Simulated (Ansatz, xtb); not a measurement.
## Ranking isomers of FH5NP3

4 gas-phase structures of FH5NP3, found in a search over its isomers (lower ones may exist). Each was relaxed with GFN2-xTB; where two conformers were screened, the lower at r2SCAN-D4/def2-SVP is listed:

A. `NPPPF`, a singlet
B. `NP(F)PP`, a singlet
C. `FPNPP`, a singlet
D. `FP(P)NP`, a singlet

Question: Estimate their order in r2SCAN-D4/def2-SVP energy at these geometries, lowest first.

Answer: Calculated order at r2SCAN-D4/def2-SVP: B (0.0), D (33.7), C (38.1), A (61.0) kJ/mol.

Energies above the lowest of each column, in kJ/mol; the last columns are at PBE0-D3(BJ)/def2-SVP geometries and were run for some of them only (a dash: not run or not comparable):

| structure | GFN2-xTB | HF/STO-3G | r2SCAN-D4/def2-SVP | PBE0-D3(BJ)/def2-SVP | CCSD(T)/def2-SVP + ΔMP2/def2-TZVPP |
| --- | --- | --- | --- | --- | --- |
| B | 7.1 | 6.3 | 0.0 | 0.0 | 0.0 |
| D | 14.2 | 0.0 | 33.7 | 36.9 | 27.5 |
| C | 0.0 | 9.4 | 38.1 | 37.8 | – |
| A | 28.2 | 41.3 | 61.0 | – | – |

CCSD(T)/def2-SVP + ΔMP2/def2-TZVPP puts B lowest of those it was run on; GFN2-xTB picks C, HF/STO-3G picks D. Some further structures that were screened fall inside this span and aren't listed. Flexible structures stand in one conformer each, not always the lowest. Frequencies (PBE0-D3(BJ)/def2-SVP) were run for B, D alone. ΔMP2 is the change of the MP2 energy from the smaller to the larger basis.

Over these structures GFN2-xTB departs from r2SCAN-D4/def2-SVP by 14.6 kJ/mol on average once a common shift is removed. A GFN2-xTB relaxation took about 0.23 s and the r2SCAN-D4/def2-SVP energy about 1.1 s on a shared host (Ansatz 0.2.0, xtb 6.7.1).
